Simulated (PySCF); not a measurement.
Species: C4H6N (doublet state).
Atom-mapped SMILES: `[CH:1]1[CH2:2][CH2:3][CH:4]=[N:5]1` (hydrogens: H6 on C1; H7, H8 on C2; H9, H10 on C3; H11 on C4)

Computed with PySCF, UKS B3LYP, pcH-1 on C H N, non-relativistic, mean-field spin-orbit, GIAO. Isolated species at its GFN2-xTB geometry, gas phase. A GFN2-xTB geometry isn't a minimum of the functional, and hyperfine couplings can be far from their values at a DFT geometry. No stability test was run, so a lower SCF solution isn't excluded.

Problem. What is the g tensor, term by term?

Solution. 
```json
{"Δg (ppm)": "relativistic mass correction", "1": "-135", "2": "-135", "3": "-135"}
{"Δg (ppm)": "gauge correction", "1": "-1", "2": "26", "3": "22"}
{"Δg (ppm)": "orbital Zeeman/spin–orbit", "1": "-21", "2": "248", "3": "330"}
{"Δg (ppm)": "total", "1": "-157", "2": "139", "3": "217"}
```

So g = 2.00216, 2.00246, 2.00254 and g_iso = 2.00239; the tensor is rhombic: the two nearest values differ by 21 % of g3 − g1. Axes: g2 points within 12° of the C3–C4 bond.

Problem. What are the electron Larmor frequencies g μB B/h along the three axes at 340 mT?

Solution. 9.5277, 9.5291, 9.5295 GHz for g1, g2 and g3, a range of 1.8 MHz.

Problem. At 9.535 GHz, how far is the centre of the isotropic spectrum from where a free electron (g = 2.002319) resonates?

Solution. B = hν/(g μB) with μB/h = 13.99624 MHz/mT gives 340.23 mT for the free electron and 340.22 mT at g_iso, 0.01 mT lower.

Problem. What effective moment and Curie constant follow for a powder?

Solution. With the mean of g² = 4.0095 and S(S+1) = 0.75: μ_eff = √(⟨g²⟩S(S+1)) = 1.734 μB and χT = 0.12505·⟨g²⟩·S(S+1) = 0.376 cm³ K/mol (cgs; spin-Hamiltonian part alone).

Problem. In a frozen sample, at which fields do the three g values resonate at 9.5, 34, 94 and 263 GHz (hyperfine left aside), and which band first spreads them over more than twice a line width of 0.5 mT?

Solution. 
| band | GHz | B(g3) mT | B(g2) mT | B(g1) mT | spread mT |
| --- | --- | --- | --- | --- | --- |
| X | 9.5 | 338.95 | 338.96 | 339.01 | 0.06 |
| Q | 34.0 | 1213.07 | 1213.12 | 1213.30 | 0.23 |
| W | 94.0 | 3353.79 | 3353.92 | 3354.42 | 0.63 |
| J | 263.0 | 9383.48 | 9383.84 | 9385.23 | 1.75 |

The spread grows in proportion to the frequency. J band is the first where it exceeds 1.0 mT.

The largest Mulliken spin populations are on C1 (+0.63), C4 (+0.63) and N5 (-0.20). The angles at C1 add up to 360.0°, so it is planar; its axial dipolar tensor and the negative coupling of its proton fit spin in a p orbital normal to that plane.

The HOMO–LUMO gaps are 5.45 eV among the α and 5.38 eV among the β orbitals.

On x86-64 server, one thread, no GPU, on a shared host, this took 15 s of wall time.
